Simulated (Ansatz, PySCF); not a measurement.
methanol cation (CH4O), SMILES CO (connectivity only; charge and spin as stated), charge +1, multiplicity 2. Atoms are numbered in the order given.

```xyz
6

C     -0.5846     0.2245     0.1911
O      0.6696    -0.2778     0.0922
H     -0.9634    -0.0768     1.2085
H     -1.2531    -0.4898    -0.3677
H     -0.7096     1.2746    -0.0610
H      1.3446     0.3769    -0.2031
```
Charge +1, spin multiplicity 2.

Coordinates come from a ωB97X-D3(BJ)/def2-TZVP optimisation. The spin state was assumed, not searched.

Two levels are set side by side: PBE-D3(BJ)/def2-TZVP (Ansatz, a quantum-chemistry and plane-wave program) and ωB97X-D3(BJ)/def2-TZVP (PySCF). Each level has its own optimised geometry; the coordinates shown are those of the second. Frequencies come from the Hessian of PySCF at each geometry. Differences are taken from unrounded values.

```tsv
quantity	ωB97X-D3(BJ)
mean bond length (Å)	1.136
bond C1–O2 (Å)	1.355
bond C1–H3 (Å)	1.127
bond C1–H4 (Å)	1.127
bond C1–H5 (Å)	1.087
bond O2–H6 (Å)	0.986
highest harmonic wavenumber (cm⁻¹)	3592
mean harmonic wavenumber (cm⁻¹)	1735
zero-point energy (kcal/mol)	29.76
```

What does PBE-D3(BJ) give, and how far is it from ωB97X-D3(BJ)? (An estimate is asked for; the answer gives what the named calculation found.)


| quantity | PBE-D3(BJ) | PBE-D3(BJ) minus ωB97X-D3(BJ) |
|---|---|---|
| mean bond length (Å) | 1.145 | 0.009 |
| bond C1–O2 (Å) | 1.356 | 0.001 |
| bond C1–H3 (Å) | 1.141 | 0.015 |
| bond C1–H4 (Å) | 1.141 | 0.015 |
| bond C1–H5 (Å) | 1.094 | 0.007 |
| bond O2–H6 (Å) | 0.994 | 0.009 |
| highest harmonic wavenumber (cm⁻¹) | 3461 | -131 |
| mean harmonic wavenumber (cm⁻¹) | 1677 | -58 |
| zero-point energy (kcal/mol) | 28.77 | -1.00 |

GGA bonds tend to be longer and softer than those of functionals with exact exchange. Differences between two approximate levels are no errors against the true value.
